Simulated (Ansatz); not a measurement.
# CH₃BF−: single points off equilibrium

The task here is to estimate one member of a computed series from the others.

The runs use Ansatz 0.2.0, Gaussian basis; single points in def2-TZVPPD.

Correlated methods freeze the cores.

### Starting geometry

6 atoms, charge -1, spin multiplicity 1.

Atoms are counted from 1 here; the program's logs count them from 0.

Bond lengths: B1–C2 1.413 Å, B1–H4 1.201 Å, B1–H5 1.182 Å, C2–F3 1.461 Å, C2–H6 1.081 Å. Angles: C2–B1–H4 117.9°, C2–B1–H5 125.3°, H4–B1–H5 116.7°, B1–C2–F3 124.2°, B1–C2–H6 129.8°, F3–C2–H6 106.0°.

As a file:

| atom | x (Å) | y (Å) | z (Å) |
| --- | --- | --- | --- |
| B1 | -0.4451 | -0.0084 | -0.6044 |
| C2 | 0.3793 | -0.0712 | 0.5419 |
| F3 | 0.9119 | 1.0995 | 1.2354 |
| H4 | -0.8258 | -1.0436 | -1.0808 |
| H5 | -0.7892 | 0.9841 | -1.1453 |
| H6 | 0.7162 | -0.9297 | 1.1053 |

The first run:

File run/in.yaml:

```yaml
crystal:
  periodic: [false, false, false]
  atoms:
    - {symbol: B, position_ang: [-0.445100, -0.008400, -0.604400]}
    - {symbol: C, position_ang: [0.379300, -0.071200, 0.541900]}
    - {symbol: F, position_ang: [0.911900, 1.099500, 1.235400]}
    - {symbol: H, position_ang: [-0.825800, -1.043600, -1.080800]}
    - {symbol: H, position_ang: [-0.789200, 0.984100, -1.145300]}
    - {symbol: H, position_ang: [0.716200, -0.929700, 1.105300]}
basis:
  gaussian: {orbitals: "def2-TZVPPD.json"}
total_charge: -1
correlation: {method: ccsd_t}
output: {forces: true}
```

The basis file named in the input lies beside it (Basis Set Exchange, JSON).

No record of the launch command was kept for these runs.

Among the steps run: CCSD(T)/def2-TZVPPD; PBE0-D4/def2-TZVPPD; wB97M-V/def2-TZVPPD; r2SCAN-D4/def2-TZVPPD; PBE-D4/def2-TZVPPD; revPBE-D4/def2-TZVPPD; CAM-B3LYP-D4/def2-TZVPPD.

One of the session's tables, all rows but one given; the rest of the session is left out.

| method | RMS force component (eV/Å) | angle to CCSD(T) forces (°) |
| --- | --- | --- |
| CCSD(T) | 0.565 | reference |
| PBE0-D4 | 0.501 | 18.8 |
| wB97M-V | ? | ? |
| r2SCAN-D4 | 0.417 | 12.1 |
| PBE-D4 | 0.442 | 18.9 |
| revPBE-D4 | 0.458 | 21.1 |
| CAM-B3LYP-D4 | 0.392 | 20.2 |

Estimate the missing values for wB97M-V.

As computed: RMS force component (eV/Å): 0.407; angle to CCSD(T) forces (°): 13.9. In the column «RMS force component (eV/Å)» it lies between CAM-B3LYP-D4 (0.392) and r2SCAN-D4 (0.417).

To keep in mind: The anion's highest level is positive in at least one run, so there the basis alone may hold the extra electron.
